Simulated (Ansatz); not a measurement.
**Redistribution: C2H3F3 + C3H9N → C2H4F3N + C3H8**

Gas-phase species: C2H3F3 (1,1,1-trifluoroethane) `CC(F)(F)F`, singlet; C3H9N `CC(C)N`, singlet; C2H4F3N (2,2,2-trifluoroethylamine) `NCC(F)(F)F`, singlet; C3H8 `CCC`, singlet. The partners trade H for NH2; both sit on C, so the bond types are kept.

Shapes, held fixed at every level: PBE0-D4/def2-TZVP. Flexible molecules stand in one conformer, not always the lowest. Programs: Ansatz 0.2.0. The zero-point and thermal change to 298 K, harmonic and unscaled (PBE0-D4/def2-TZVP), is +1.8 kJ/mol.

```
               level                    kind  ΔH(298 K) (kJ/mol)  less CCSD(T)/CBS estimate
         HF/def2-SVP            Hartree–Fock               +15.2                       -9.8
       HF/def2-TZVPP            Hartree–Fock               +17.9                       -7.1
r2SCAN-D4/def2-TZVPP                meta-GGA               +24.1                       -0.9
  PBE0-D4/def2-TZVPP           global hybrid               +21.9                       -3.1
  wB97M-V/def2-TZVPP  range-separated hybrid               +22.9                       -2.1
      MP2/def2-TZVPP     perturbation theory               +26.5                       +1.5
     CCSD/def2-TZVPP   coupled cluster or CI               +22.9                       -2.1
CCSD(T)/CBS estimate   coupled cluster or CI               +25.0                        0.0
```

The highest level, CCSD(T)/CBS estimate, gives ΔH(298 K) = +25.0 kJ/mol; the levels span +15.2 to +26.5. The column of differences is taken from that level and isn't an error. No measured value is set beside it here. The CBS estimate extrapolates MP2 from def2-TZVPP and def2-QZVPP and adds CCSD(T) − MP2 in the triple-zeta set, cores frozen.
